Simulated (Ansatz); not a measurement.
System: rock-salt SnTe (cubic form, which distorts at low temperature). Method: PBEsol+SOC (PAW; Ansatz, a quantum-chemistry and plane-wave program).

Numerical settings: plane-wave cutoff 520 eV, 10×10×10 k mesh, PAW data made under PBE.

Computed at the level's own relaxed cell.

Hill averages of the elastic tensor: K = 46.9 GPa, G = 30.1 GPa. Volume 31.087 Å³/atom, mean atomic mass 123.155 u.

Task: Work out the density, the sound velocities of a polycrystal and the elastic Debye temperature at this level.

Result: ρ = 1.66054 × 123.155/31.087 = 6.578 g/cm³. v_l = √[(K + 4G/3)/ρ] = 3.637 km/s and v_t = √(G/ρ) = 2.139 km/s. The mean follows from 3/v_m³ = 1/v_l³ + 2/v_t³: v_m = 2.371 km/s. Θ_D = (ħ/k_B) v_m (6π²/V)^(1/3) = 76.38 K Å s/km × 2.371 × 1.2396 Å⁻¹ = 224 K, counting all atoms of the cell.

Note: symmetry holds this phase in the static calculation, where it need not be a minimum.
